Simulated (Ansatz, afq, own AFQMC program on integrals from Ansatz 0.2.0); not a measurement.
B$_{2}$, singlet: AFQMC among the cluster methods

```tsv
atom	x (Å)	y (Å)	z (Å)
B	0.0000	0.0000	0.0000
B	0.0000	0.0000	1.6406
```

Basis cc-pVDZ. Noble-gas cores (and the filled d shells of Ga–Kr and In–Xe) are frozen. Integrals, coupled cluster, full CI and functionals: Ansatz 0.2.0; the random walks run on the same integrals in our own AFQMC program. ph-AFQMC/CISD is guided by a CISD state made of CCSD amplitudes; releasing the constraint for a short imaginary time cuts its bias at the price of noise, slowly where states lie close. ± is one standard error of the sampling.

Determinant: RHF, the one that the program's search chose, which needn't be the lowest solution. The geometry is a PBE0/def2-TZVP stationary point of this or a neighbouring charge and spin state.

Full CI on the same integrals is exact in this basis and with this determinant's frozen core.

Cautions: another spin lies lower (by 618 meV); restricted determinant unstable towards unrestricted (UHF 2.59 eV lower, ⟨S²⟩ 1.91); the search met a lower determinant of the same kind, perhaps of another symmetry (545 meV lower), and this one is a saddle point; strong correlation (T1 0.039, weight of the determinant 0.77, largest double 0.29); (T) is large, 8 % of the CCSD correlation; the CCSDTQ amplitudes may be one of several solutions (largest double 0.94); the released energies are still falling, so no released level is given (meV from the phaseless value at times in 1/Eh: -29 ± 4 at 0.24, -53 ± 4 at 0.51, -86 ± 3 at 0.99, -107 ± 4 at 1.62, -137 ± 5 at 2.40); the ph-AFQMC/CISD walk drifts between its halves (2.1 errors); the determinant fills πx and πy unequally, so it mixes two states of the linear molecule, and each level undoes that mixture to a different degree, while full CI gives the lower state; CCSDTQ on the UHF determinant differs (602 meV lower), perhaps since the unrestricted series falls towards higher spin.

```
T1 diagnostic                               : 0.0394
weight of the determinant in the CISD state : 0.770
size of the correlated space                : 6 electrons in 26 orbitals
```

Reference: full CI, correlation energy -5.821 eV. The cautions show a poor starting determinant, so the rows tell how each method copes with it here, and full CI is the sure value.

| level | E − E(reference) (mEh) | share of correlation (%) |
| --- | --- | --- |
| HF | 213.92 | 0.00 |
| MP2 | 60.35 | 71.79 |
| CCSD | 22.34 | 89.56 |
| CCSD(T) | 7.74 | 96.38 |
| CCSDT | 5.33 | 97.51 |
| CCSDT(Q) | 2.02 | 99.05 |
| CCSDTQ | 0.32 | 99.85 |
| ph-AFQMC/HF | 23.61 ± 0.74 | 88.96 |
| ph-AFQMC/CISD | 10.36 ± 0.15 | 95.16 |

CCSDT and higher add their correlation energy to the determinant of the CCSD(T) run, since their own runs factorise the integrals more tightly (a shift of under 2 meV).
